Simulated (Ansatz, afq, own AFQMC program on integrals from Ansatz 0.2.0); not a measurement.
Integrals from Ansatz 0.2.0, then the random walk in our own AFQMC program (afq).

```yaml
crystal:
  periodic: [false, false, false]
  atoms:
    - {symbol: Ge, position_ang: [-0.459860, 0.000000, 0.000000]}
    - {symbol: H, position_ang: [-0.971310, 1.446599, 0.000000]}
    - {symbol: H, position_ang: [-0.971310, -0.723300, 1.252792]}
    - {symbol: H, position_ang: [-0.971310, -0.723299, -1.252792]}
    - {symbol: H, position_ang: [1.187140, 0.000000, 0.000000]}
    - {symbol: N, position_ang: [2.509140, 0.000000, 0.000000]}
basis:
  gaussian: {orbitals: cc-pVTZ}
magnetization: {spin_polarized: true, initial_magnetization: 3}
correlation: {method: ccsd_t, electrons: outside_noble_gas, hamiltonian_folder: ham}
```

```sh
$ ansatz run in.yaml --threads 1 --pin off --events-out ev --progress --plain --max-ram 24576MiB --backend cuda --devices 0, --max-vram 18GiB
```

Options of the walk:

```
--method phaseless --trial cisd --walkers 600 --populations 10 --least-time 60 --time-step 0.005 --steps-per-block 50 --equilibration-blocks 28 --max-blocks 4000 --target-error 0.00021 --factor-cut 1e-05 --start spin_pure --seed 4189 --release-times 0.24,0.51,0.99,1.62,2.4 --release-step 0.03 --release-every 3 --taylor-order 6
```

Times are imaginary, in 1/Eh. The walk had a cap of 230 s. With eight or more populations the least sampling time is a fifth of least-time, and the error comes from their spread. Filled inner d shells are frozen with the cores.

Log:

```
orbitals 114  electrons 8 5  factors 715 of 759
reference energy -2132.06530026 Eh
CCSD correlation -0.29951355 Eh in 11 cycles, weight of the determinant in the CISD state 0.8712
energy of the start -2132.363342 Eh
 block  time / (1/Eh)  mean weight  energy / Eh
     1     0.250  0.9998  -2132.360587
     2     0.500  0.9992  -2132.364181
     3     0.750  1.0006  -2132.366598
     4     1.000  0.9990  -2132.368827
     5     1.250  1.0001  -2132.369902
     9     2.250  1.0001  -2132.374978
    15     3.750  0.9987  -2132.375694
    23     5.750  0.9991  -2132.372675
    31     7.750  1.0009  -2132.373277
    39     9.750  1.0004  -2132.374278
    47    11.750  1.0012  -2132.374412
    55    13.750  0.9999  -2132.374574
    63    15.750  1.0005  -2132.372991
    71    17.750  0.9997  -2132.374143
    79    19.750  0.9999  -2132.375184
    87    21.750  1.0008  -2132.376879
    91    22.750  0.9990  -2132.372398
    95    23.750  1.0001  -2132.373917
   103    25.750  1.0004  -2132.373836
   111    27.750  1.0006  -2132.373285
   117    29.250  0.9990  -2132.374307
error from the spread of 10 populations
released: time / (1/Eh)  energy / Eh  error  mean overlap
  0.24  -2132.374758  0.000194  0.9955
  0.51  -2132.374732  0.000230  0.9999
  0.99  -2132.374914  0.000334  0.9920
  1.62  -2132.375037  0.000306  0.9789
  2.40  -2132.374848  0.000202  0.9693
energy -2132.374517 +/- 0.000183 Eh
(rows thinned)
```

The run passed its tests (sampling time, drift between the halves within three errors, error under three times the target), which doesn't prove that it has relaxed.

Against this walk (error 5.0 meV) on the same determinant: CCSD(T) 32.1 meV higher. The error is statistical and leaves out the bias of the constraint. Released to 2.40 1/Eh the energy moves by -9 ± 7 meV (both errors), within twice the noise.

Cautions: constraint bias not in the error; no relativity below Rb; no spin-orbit coupling; inner d shell frozen; lower spins were not checked.

The walk took 2.3 min on 1 × NVIDIA H100 80GB HBM3 with 2 threads of AMD EPYC 7R13 Processor (Zen 3), on a shared host (the card was shared). The log's last line is the phaseless energy.

A walk keeps the symmetry of its determinant, which the program's search chose and which needn't be the lowest solution, so a lower state of the same spin and another symmetry isn't excluded.
